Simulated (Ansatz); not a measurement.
**BH6NS (built from SMILES BN.S): a reaction path by the nudged elastic band**

Aim: the minimum-energy path between two given structures and its highest point. Both ends were relaxed at PBE0-D4 in triple zeta. A second band with other settings follows.

Program: Ansatz 0.2.0, Gaussian basis. Level of theory: PBE0-D4/def2-SVP. These are calculated values, not measurements.

22 further runs of the same task are left out: 22 set aside as unsound or not needed.

## Step 1: Where the work starts

The first end: 9 atoms, charge 0, spin multiplicity 1.

Atoms are counted from 1 here; the program's logs count them from 0.

Bond lengths: B1–N2 1.382 Å, B1–H3 1.197 Å, B1–H4 1.200 Å, N2–H7 1.006 Å, N2–H8 1.010 Å, H5–S6 1.342 Å, S6–H9 1.343 Å. Angles: N2–B1–H3 119.7°, N2–B1–H4 118.9°, H3–B1–H4 121.4°, B1–N2–H7 123.1°, B1–N2–H8 122.8°, H7–N2–H8 114.1°, H5–S6–H9 92.2°.

Coordinates:

```
B     0.8012   -0.9121   -0.8607
N     1.1966    0.1951   -0.1342
H     1.5841   -1.4572   -1.5841
H    -0.3270   -1.3065   -0.7506
H    -2.2853    1.5225    0.4339
S    -1.8400    0.9583    1.5671
H     2.1264    0.5765   -0.1772
H     0.5762    0.6893    0.4910
H    -1.8323   -0.2659    1.0149
```

The second end:

```mol
BH6NS
  3D, bonds by distance, orders not assigned

  9  8  0  0  0  0  0  0  0  0999 V2000
   -0.2228   -0.4521   -0.5422 B   0  0
    0.8740    0.5249    0.1876 N   0  0
   -0.1230   -0.2089   -1.7206 H   0  0
    0.0828   -1.5773   -0.2340 H   0  0
    0.6262    1.4961    0.0186 H   0  0
   -1.9319    0.0896    0.0559 S   0  0
    1.8162    0.3589   -0.1574 H   0  0
    0.8666    0.3819    1.1932 H   0  0
   -1.9883   -0.6131    1.1989 H   0  0
  1  2  8  0
  1  3  8  0
  1  4  8  0
  1  6  8  0
  2  5  8  0
  2  7  8  0
  2  8  8  0
  6  9  8  0
M  END
```

## Step 2: The band at PBE0-D4/def2-SVP

neb/in.yaml reads:

```yaml
crystal:
  periodic: [false, false, false]
  atoms:
    - {symbol: B, position_ang: [0.801209, -0.912148, -0.860699]}
    - {symbol: N, position_ang: [1.196634, 0.195091, -0.134173]}
    - {symbol: H, position_ang: [1.584057, -1.457231, -1.584131]}
    - {symbol: H, position_ang: [-0.326950, -1.306474, -0.750646]}
    - {symbol: H, position_ang: [-2.285308, 1.522475, 0.433908]}
    - {symbol: S, position_ang: [-1.839958, 0.958280, 1.567063]}
    - {symbol: H, position_ang: [2.126368, 0.576517, -0.177184]}
    - {symbol: H, position_ang: [0.576247, 0.689303, 0.490966]}
    - {symbol: H, position_ang: [-1.832301, -0.265914, 1.014895]}
basis:
  gaussian: {orbitals: def2-SVP}
hamiltonian: {xc: pbe0, dispersion: d4}
neb:
  images: 5
  climbing: true
  max_iterations: 40
  initial_path: idpp
  final_atoms:
    - {symbol: B, position_ang: [-0.222757, -0.452113, -0.542242]}
    - {symbol: N, position_ang: [0.874029, 0.524858, 0.187563]}
    - {symbol: H, position_ang: [-0.123007, -0.208866, -1.720647]}
    - {symbol: H, position_ang: [0.082844, -1.577302, -0.233981]}
    - {symbol: H, position_ang: [0.626250, 1.496075, 0.018642]}
    - {symbol: S, position_ang: [-1.931909, 0.089634, 0.055949]}
    - {symbol: H, position_ang: [1.816248, 0.358862, -0.157384]}
    - {symbol: H, position_ang: [0.866640, 0.381874, 1.193237]}
    - {symbol: H, position_ang: [-1.988338, -0.613122, 1.198862]}
```

On the command line:

```console
$ ansatz run in.yaml --threads 2 --pin off --events-out ev --progress --plain --max-ram 4352MiB
```

The log of the run:

```text
Functional definition: PBE0
  name "PBE0"
  cite "Adamo & Barone, J. Chem. Phys. 110, 6158 (1999) doi:10.1063/1.478522"
  cite "Perdew, Burke & Ernzerhof, Phys. Rev. Lett. 77, 3865 (1996) doi:10.1103/PhysRevLett.77.3865"
  parent pbe
  parameter a = 0.25
  parameter kappa = 0.804
  parameter beta = 0.06672455060314922
  exchange = (1 - a)*pbe_x(kappa = kappa, mu = beta*pi^2/3) + a*exact_x
  correlation = pbe_c(beta = beta)
827 factors; integrals over basis functions are off by at most 2.9e-4 eV
mean field evaluation 1: about -13084.2879 eV, gradient 4.5e1 eV
mean field evaluation 2: about -13080.6560 eV, gradient 6.0e1 eV
mean field evaluation 4: about -13088.5408 eV, gradient 1.3e0 eV
mean field evaluation 8: about -13088.5735 eV, gradient 1.2e-2 eV
mean field -13088.57346450 eV, -480.9962030666 hartree, gradient 4.9e-5 eV, S^2 0.000000; 0 other end points of the search recorded, 0 dependent functions left out
the calculation of the forces begins
reference -13088.57349081 eV, -480.9962040336 hartree; 17, 17 occupied and 59, 59 virtual orbitals, 827 factors
[... from here to the last solve, the lines of the solves are left out (131 solves) ...]
WARN: NEB end point (image 0): max|allowed force component| = 2.957e-1 eV/Å (the criterion of neb.relax_end_points is 1.000e-2). That is over neb.f_tol: it is no minimum, so the barrier can be far off. Relax it first
WARN: NEB end point (image 6): max|allowed force component| = 2.578e-1 eV/Å (the criterion of neb.relax_end_points is 1.000e-2). That is over neb.f_tol: it is no minimum, so the barrier can be far off. Relax it first
NEB iter   1: max|band force component| = 3.528e0 eV/Å  barrier→ = 4.5893 eV  barrier← = 5.0259 eV  Δτ_max = 0.2000 Å  (180 SCF iters)
NEB iter   2: max|band force component| = 3.246e0 eV/Å  barrier→ = 3.4709 eV  barrier← = 3.9075 eV  Δτ_max = 0.2000 Å  (144 SCF iters)
NEB iter   3: max|band force component| = 2.926e0 eV/Å  barrier→ = 2.6939 eV  barrier← = 3.1306 eV  Δτ_max = 0.1001 Å  (137 SCF iters)
NEB iter   4: max|band force component| = 2.743e0 eV/Å  barrier→ = 2.2052 eV  barrier← = 2.6418 eV  Δτ_max = 0.2000 Å  (138 SCF iters)
NEB iter   5: max|band force component| = 1.577e0 eV/Å  barrier→ = 1.3061 eV  barrier← = 1.7428 eV  Δτ_max = 0.2000 Å  (134 SCF iters)
NEB iter   6: max|band force component| = 8.057e-1 eV/Å  barrier→ = 0.9042 eV  barrier← = 1.3409 eV  Δτ_max = 0.2000 Å  (136 SCF iters)
NEB iter   7: max|band force component| = 1.245e0 eV/Å  barrier→ = 0.7286 eV  barrier← = 1.1653 eV  Δτ_max = 0.1001 Å  (134 SCF iters)
NEB iter   8: max|band force component| = 9.229e-1 eV/Å  barrier→ = 0.6583 eV  barrier← = 1.0950 eV  Δτ_max = 0.0998 Å  (132 SCF iters)
NEB iter   9: max|band force component| = 5.412e-1 eV/Å  barrier→ = 0.6461 eV  barrier← = 1.0828 eV  CI = image 4  Δτ_max = 0.2000 Å  (135 SCF iters)
NEB iter  10: max|band force component| = 6.492e-1 eV/Å  barrier→ = 0.8248 eV  barrier← = 1.2615 eV  CI = image 4  Δτ_max = 0.1516 Å  (141 SCF iters)
NEB iter  11: max|band force component| = 1.202e0 eV/Å  barrier→ = 0.9047 eV  barrier← = 1.3414 eV  CI = image 4  Δτ_max = 0.0708 Å  (137 SCF iters)
NEB iter  12: max|band force component| = 1.049e0 eV/Å  barrier→ = 0.8277 eV  barrier← = 1.2644 eV  CI = image 4  Δτ_max = 0.0738 Å  (134 SCF iters)
NEB iter  13: max|band force component| = 5.555e-1 eV/Å  barrier→ = 0.8217 eV  barrier← = 1.2584 eV  CI = image 4  Δτ_max = 0.0501 Å  (134 SCF iters)
NEB iter  14: max|band force component| = 3.222e-1 eV/Å  barrier→ = 0.7955 eV  barrier← = 1.2322 eV  CI = image 4  Δτ_max = 0.0597 Å  (139 SCF iters)
NEB iter  15: max|band force component| = 2.014e-1 eV/Å  barrier→ = 0.7807 eV  barrier← = 1.2174 eV  CI = image 4  Δτ_max = 0.0360 Å  (120 SCF iters)
NEB iter  16: max|band force component| = 1.126e-1 eV/Å  barrier→ = 0.7725 eV  barrier← = 1.2092 eV  CI = image 4  Δτ_max = 0.0347 Å  (129 SCF iters)
NEB iter  17: max|band force component| = 3.750e-2 eV/Å  barrier→ = 0.7693 eV  barrier← = 1.2060 eV  CI = image 4  Δτ_max = 0.0306 Å  (123 SCF iters)
NEB iter  18: max|band force component| = 7.775e-2 eV/Å  barrier→ = 0.7683 eV  barrier← = 1.2050 eV  CI = image 4  Δτ_max = 0.0152 Å  (30 SCF iters)
827 factors; integrals over basis functions are off by at most 1.0e-3 eV
mean field -13087.77335720 eV, -480.9667996658 hartree, gradient 2.6e-6 eV, S^2 0.000000; 0 other end points of the search recorded, 0 dependent functions left out
the calculation of the forces begins
reference -13087.77338054 eV, -480.9668005234 hartree; 17, 17 occupied and 59, 59 virtual orbitals, 827 factors
NEB iter  19: max|band force component| = 2.972e-2 eV/Å  barrier→ = 0.7679 eV  barrier← = 1.2045 eV  CI = image 4  CI's point: of a kind that is not told: the force calls were inconclusive, a negative curvature could not be distinguished from the path's own, the only one lies far off the path, or fixed occupations may fill a level only in part  Δτ_max = 0.0000 Å  (965 SCF iters)
Total energy: -13087.89635130 eV, -480.9713196156 hartree
Atom 0 at     0.185285    -0.599220    -0.497125 Å, force    -0.012449    -0.011502    -0.029637 eV/Å
Atom 1 at     0.921861     0.429040     0.348849 Å, force    -0.001907     0.019892     0.021016 eV/Å
Atom 2 at     0.409351    -0.542478    -1.686794 Å, force    -0.005376    -0.004350     0.005637 eV/Å
Atom 3 at    -0.019499    -1.683294     0.002266 Å, force    -0.001324    -0.009841     0.008539 eV/Å
Atom 4 at    -0.495915     0.997148     0.253769 Å, force    -0.006969     0.014840     0.004921 eV/Å
Atom 5 at    -1.736773     0.442995    -0.370895 Å, force     0.009742     0.002031    -0.011501 eV/Å
Atom 6 at     1.673880     0.935350    -0.109605 Å, force     0.006208     0.002742     0.000267 eV/Å
Atom 7 at     1.220700     0.131700     1.273184 Å, force     0.012263    -0.006375    -0.002479 eV/Å
Atom 8 at    -2.158890    -0.111342     0.786350 Å, force    -0.000189    -0.007437     0.003236 eV/Å
Dipole moment:     0.220886     0.234601     0.447623 e Å
```

Wall time 2.5 min (2 threads of Arm Neoverse V1, shared host).

The last band:

```csv
image,path (Å),energy (kJ/mol),B1–S6 (Å),N2–H5 (Å),B1–N2 (Å),H5–S6 (Å)
0,0.00,0.0,4.05,3.77,1.38,1.34
1,1.19,2.0,3.99,3.00,1.39,1.35
2,2.39,7.8,4.00,2.51,1.39,1.35
3,3.58,8.9,3.40,2.44,1.39,1.35
4,4.77,74.1,2.19,1.53,1.52,1.50
5,5.76,-37.3,1.90,1.03,1.65,2.54
6,6.75,-42.1,1.89,1.02,1.64,2.92
```

The highest image, 4:

```xyz
9
BH6NS
B     0.1853   -0.5992   -0.4971
N     0.9219    0.4290    0.3488
H     0.4094   -0.5425   -1.6868
H    -0.0195   -1.6833    0.0023
H    -0.4959    0.9971    0.2538
S    -1.7368    0.4430   -0.3709
H     1.6739    0.9354   -0.1096
H     1.2207    0.1317    1.2732
H    -2.1589   -0.1113    0.7863
```

## Step 3: The band at PBE0-D4/def2-SVP, other settings

Edit neb/in.yaml of step 2 so:

```diff
@@ -16,6 +16,7 @@
 neb:
-  images: 5
+  images: 4
   climbing: true
-  max_iterations: 40
+  max_iterations: 25
   initial_path: idpp
+  max_displacement: 0.3
   final_atoms:
```

On the command line:

```console
$ ansatz run in.yaml --threads 2 --pin off --events-out ev --progress --plain --max-ram 4352MiB
```

The log of the run:

```text
[... 10 set-up lines as earlier in the session ...]
827 factors; integrals over basis functions are off by at most 2.9e-4 eV
mean field evaluation 1: about -13084.2879 eV, gradient 4.5e1 eV
mean field evaluation 2: about -13080.6560 eV, gradient 6.0e1 eV
mean field evaluation 4: about -13088.5408 eV, gradient 1.3e0 eV
mean field evaluation 8: about -13088.5735 eV, gradient 1.2e-2 eV
mean field -13088.57346450 eV, -480.9962030666 hartree, gradient 4.9e-5 eV, S^2 0.000000; 0 other end points of the search recorded, 0 dependent functions left out
the calculation of the forces begins
reference -13088.57349081 eV, -480.9962040336 hartree; 17, 17 occupied and 59, 59 virtual orbitals, 827 factors
[... from here to the last solve, the lines of the solves are left out (128 solves) ...]
WARN: NEB end point (image 0): max|allowed force component| = 2.957e-1 eV/Å (the criterion of neb.relax_end_points is 1.000e-2). That is over neb.f_tol: it is no minimum, so the barrier can be far off. Relax it first
WARN: NEB end point (image 5): max|allowed force component| = 2.578e-1 eV/Å (the criterion of neb.relax_end_points is 1.000e-2). That is over neb.f_tol: it is no minimum, so the barrier can be far off. Relax it first
NEB iter   1: max|band force component| = 3.631e0 eV/Å  barrier→ = 4.7759 eV  barrier← = 5.2125 eV  Δτ_max = 0.3000 Å  (153 SCF iters)
NEB iter   2: max|band force component| = 3.165e0 eV/Å  barrier→ = 2.3139 eV  barrier← = 2.7506 eV  Δτ_max = 0.3000 Å  (120 SCF iters)
NEB iter   3: max|band force component| = 9.825e0 eV/Å  barrier→ = 1.2855 eV  barrier← = 1.7222 eV  Δτ_max = 0.1525 Å  (119 SCF iters)
NEB iter   4: max|band force component| = 1.468e0 eV/Å  barrier→ = 0.5792 eV  barrier← = 1.0159 eV  Δτ_max = 0.2971 Å  (108 SCF iters)
NEB iter   5: max|band force component| = 1.214e0 eV/Å  barrier→ = 0.3552 eV  barrier← = 0.7919 eV  Δτ_max = 0.2986 Å  (110 SCF iters)
NEB iter   6: max|band force component| = 8.707e-1 eV/Å  barrier→ = 0.4239 eV  barrier← = 0.8606 eV  Δτ_max = 0.2943 Å  (109 SCF iters)
NEB iter   7: max|band force component| = 6.099e-1 eV/Å  barrier→ = 0.3255 eV  barrier← = 0.7622 eV  Δτ_max = 0.2981 Å  (107 SCF iters)
NEB iter   8: max|band force component| = 6.646e-1 eV/Å  barrier→ = 0.3046 eV  barrier← = 0.7413 eV  Δτ_max = 0.1497 Å  (107 SCF iters)
NEB iter   9: max|band force component| = 5.585e-1 eV/Å  barrier→ = 0.3267 eV  barrier← = 0.7634 eV  CI = image 3  Δτ_max = 0.1500 Å  (109 SCF iters)
NEB iter  10: max|band force component| = 7.604e-1 eV/Å  barrier→ = 0.3127 eV  barrier← = 0.7494 eV  CI = image 3  Δτ_max = 0.1493 Å  (111 SCF iters)
NEB iter  11: max|band force component| = 5.841e-1 eV/Å  barrier→ = 0.2838 eV  barrier← = 0.7205 eV  CI = image 3  Δτ_max = 0.2887 Å  (109 SCF iters)
NEB iter  12: max|band force component| = 7.915e-1 eV/Å  barrier→ = 0.3728 eV  barrier← = 0.8094 eV  CI = image 3  Δτ_max = 0.2082 Å  (115 SCF iters)
NEB iter  13: max|band force component| = 1.459e0 eV/Å  barrier→ = 0.6019 eV  barrier← = 1.0386 eV  CI = image 3  Δτ_max = 0.2353 Å  (108 SCF iters)
NEB iter  14: max|band force component| = 1.307e0 eV/Å  barrier→ = 0.7967 eV  barrier← = 1.2334 eV  CI = image 3  Δτ_max = 0.3000 Å  (115 SCF iters)
NEB iter  15: max|band force component| = 1.146e0 eV/Å  barrier→ = 0.7839 eV  barrier← = 1.2206 eV  CI = image 3  Δτ_max = 0.2220 Å  (107 SCF iters)
NEB iter  16: max|band force component| = 4.597e-1 eV/Å  barrier→ = 0.8207 eV  barrier← = 1.2574 eV  CI = image 3  Δτ_max = 0.1638 Å  (110 SCF iters)
NEB iter  17: max|band force component| = 4.571e-1 eV/Å  barrier→ = 0.7878 eV  barrier← = 1.2245 eV  CI = image 3  Δτ_max = 0.0694 Å  (109 SCF iters)
NEB iter  18: max|band force component| = 2.313e-1 eV/Å  barrier→ = 0.7738 eV  barrier← = 1.2105 eV  CI = image 3  Δτ_max = 0.0558 Å  (103 SCF iters)
NEB iter  19: max|band force component| = 1.217e-1 eV/Å  barrier→ = 0.7711 eV  barrier← = 1.2078 eV  CI = image 3  Δτ_max = 0.0266 Å  (106 SCF iters)
NEB iter  20: max|band force component| = 1.134e-1 eV/Å  barrier→ = 0.7690 eV  barrier← = 1.2056 eV  CI = image 3  Δτ_max = 0.0078 Å  (90 SCF iters)
NEB iter  21: max|band force component| = 8.868e-2 eV/Å  barrier→ = 0.7684 eV  barrier← = 1.2051 eV  CI = image 3  Δτ_max = 0.0093 Å  (81 SCF iters)
827 factors; integrals over basis functions are off by at most 1.1e-3 eV
mean field -13087.77017369 eV, -480.9666826739 hartree, gradient 2.8e-6 eV, S^2 0.000000; 0 other end points of the search recorded, 0 dependent functions left out
the calculation of the forces begins
reference -13087.77019705 eV, -480.9666835324 hartree; 17, 17 occupied and 59, 59 virtual orbitals, 827 factors
NEB iter  22: max|band force component| = 4.166e-2 eV/Å  barrier→ = 0.7678 eV  barrier← = 1.2045 eV  CI = image 3  CI's point: of a kind that is not told: the force calls were inconclusive, a negative curvature could not be distinguished from the path's own, the only one lies far off the path, or fixed occupations may fill a level only in part  Δτ_max = 0.0000 Å  (925 SCF iters)
Total energy: -13087.89639524 eV, -480.9713212304 hartree
Atom 0 at     0.147260    -0.583496    -0.522553 Å, force     0.022358     0.001423    -0.020182 eV/Å
Atom 1 at     0.944524     0.388062     0.338873 Å, force     0.033383    -0.009548     0.040826 eV/Å
Atom 2 at     0.340876    -0.494662    -1.715242 Å, force     0.002005    -0.003224    -0.006355 eV/Å
Atom 3 at    -0.076670    -1.678370    -0.054505 Å, force    -0.006481    -0.002199     0.003046 eV/Å
Atom 4 at    -0.459960     1.009429     0.305210 Å, force     0.008668     0.016471     0.027413 eV/Å
Atom 5 at    -1.726000     0.513287    -0.307284 Å, force    -0.031625    -0.006860    -0.019216 eV/Å
Atom 6 at     1.705191     0.882826    -0.118882 Å, force    -0.018759    -0.006617    -0.024617 eV/Å
Atom 7 at     1.264564     0.036058     1.237133 Å, force    -0.012186     0.007183    -0.004542 eV/Å
Atom 8 at    -2.139787    -0.073236     0.837251 Å, force     0.002638     0.003369     0.003626 eV/Å
Dipole moment:     0.226906     0.209956     0.446205 e Å
```

Run time: 2.4 min. Hardware: 2 threads of Arm Neoverse V1, shared host.

The last band:

```csv
image,path (Å),energy (kJ/mol),B1–S6 (Å),N2–H5 (Å),B1–N2 (Å),H5–S6 (Å)
0,0.00,0.0,4.05,3.77,1.38,1.34
1,1.63,4.7,4.02,2.78,1.39,1.35
2,3.26,7.5,3.78,2.48,1.39,1.35
3,4.89,74.1,2.18,1.54,1.52,1.49
4,5.88,-37.4,1.90,1.03,1.65,2.55
5,6.88,-42.1,1.89,1.02,1.64,2.92
```

The highest image, 3:

```xyz
9

B     0.1473   -0.5835   -0.5226
N     0.9445    0.3881    0.3389
H     0.3409   -0.4947   -1.7152
H    -0.0767   -1.6784   -0.0545
H    -0.4600    1.0094    0.3052
S    -1.7260    0.5133   -0.3073
H     1.7052    0.8828   -0.1189
H     1.2646    0.0361    1.2371
H    -2.1398   -0.0732    0.8373
```

## Step 4: What came out

```
                                                                       quantity                                                 value
                                                PBE0-D4/def2-SVP, 19 iterations  highest 74.1 kJ/mol (image 4), last end -42.1 kJ/mol
                                                PBE0-D4/def2-SVP, 22 iterations  highest 74.1 kJ/mol (image 3), last end -42.1 kJ/mol
from earlier runs: barrier over the separately found saddle, CCSD(T)/def2-TZVPP                                          105.9 kJ/mol
```

**Reading.** The highest image lies 74.1 kJ/mol above the first end, and it climbed, so it estimates the saddle. The ends are not quite minima at this level (largest force component 0.30 eV/Å), so the heights are unreliable: relaxing the first end would lower it and raise the barrier above it. The highest image is 31.8 kJ/mol below the CCSD(T) barrier in triple zeta, which comes from separate runs on the saddle. The second band's highest image lies at 74.1 kJ/mol, at the same level with other band settings.
